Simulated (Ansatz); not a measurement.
`B1[SiH2]S1`, charge 0, multiplicity 1.

(1) Give a relaxed structure at PBE0-D4/def2-TZVP (Ansatz 0.2.0). (An estimate is asked.)

## Answers

(1) The calculation gave: 
Z-matrix (Å, degrees):
```
Si
S 1 2.169
B 1 1.933 2 50.6
H 1 1.481 2 114.0 3 115.1
H 1 1.481 2 114.0 3 -115.1
H 3 1.184 1 155.2 2 -180.0
```
Point group Cs.
